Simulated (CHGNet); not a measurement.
## α-quartz (SiO2)

Calculation: the machine-learned potential CHGNet 0.3.0 (trained on PBE and PBE+U data).

Cell: relaxed at this level.

```json
{
  "lattice_constant_a": "5.091 Å",
  "c axis length": "5.542 Å"
}
```

Measured, for comparison: lattice constant a 4.914 Å, lattice parameter c 5.405 Å (298 K, no zero-point or thermal correction; as tabulated in Sutter and Yavaş (2016), arXiv:1612.07049). Computed (rounded) less measured: lattice constant a +3.6 %, lattice parameter c +2.5 %.

A machine-learned potential is trained on density-functional data: it inherits that level's misses and adds fitting errors of its own.

Note: elastic tensor is asymmetric by over 3 %: noisy; the model gives imaginary modes for this phase (in the spectrum interpolated from a supercell); this model's volume lies 10 % above that of the starting cell (a measured, published or database cell).
